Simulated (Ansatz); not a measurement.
acetylene (SMILES C#C) moved off its minimum; all values from Ansatz (a first-principles code), cores frozen in correlated methods.
(charge 0, multiplicity 1)
```xyz
4

C     -0.03400    -0.00858    -0.61130
C      0.01533    -0.00463     0.59383
H     -0.02074    -0.01404    -1.66295
H      0.01366     0.00992     1.67699
```

Q: Give the forces (eV/Å), the total energy and the dipole at CCSD(T)/aug-cc-pVTZ.

A: 
| atom | Fx | Fy | Fz |
|---|---|---|---|
| C1 | 0.104 | -0.005 | 0.060 |
| C2 | -0.087 | 0.034 | 1.158 |
| H3 | -0.048 | -0.006 | -0.496 |
| H4 | 0.031 | -0.023 | -0.722 |
Energy -77.1917 hartree, dipole 0.03 D.
